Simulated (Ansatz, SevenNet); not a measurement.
For corundum (α-Al2O3), the machine-learned potential SevenNet-l3i5 (trained on PBE and PBE+U data) gives:

| Property | Value |
|---|---|
| equilibrium lattice constant a | 4.807 Å |
| c axis length | 13.121 Å |
| elastic constant C11 | 438 GPa |
| elastic constant C44 | 128 GPa |
| polycrystal shear modulus | 142 GPa |

Question: What does r²SCAN (PAW; Ansatz, an electronic-structure program) give for the same quantities?

Answer: 
- lattice constant a: 4.759 Å (shrinks by 1.0 %)
- lattice parameter c: 12.995 Å (drops by 1.0 %)
- elastic constant C11: 500 GPa (grows by 14 %)
- elastic constant C44: 150 GPa (grows by 17 %)
- Voigt–Reuss–Hill shear modulus: 165 GPa (rises by 16 %)

For comparison: lattice constant a 4.759 Å (measured, temperature not stated, no zero-point or thermal correction; as tabulated in Lallet et al. (2009), arXiv:0801.3594); lattice parameter c 12.991 Å (measured, temperature not stated, not corrected to a static lattice; as tabulated in Lallet et al. (2009), arXiv:0801.3594); elastic constant C11 497 GPa (measured, temperature not stated, not corrected to a static lattice; as tabulated in Liu et al. (2023), arXiv:2002.00005); elastic constant C44 147 GPa (measured, temperature not stated, no zero-point or thermal correction; as tabulated in Oses et al. (2018), arXiv:1811.08464).

Changes are worked out from the printed values.

Unless a cell is named, each level is at its own relaxed cell (SevenNet-l3i5 8.75, r²SCAN 8.49 Å³/atom).

Ansatz's density-functional and Hartree–Fock values are scalar-relativistic unless marked +SOC, with PAW data made under PBE.
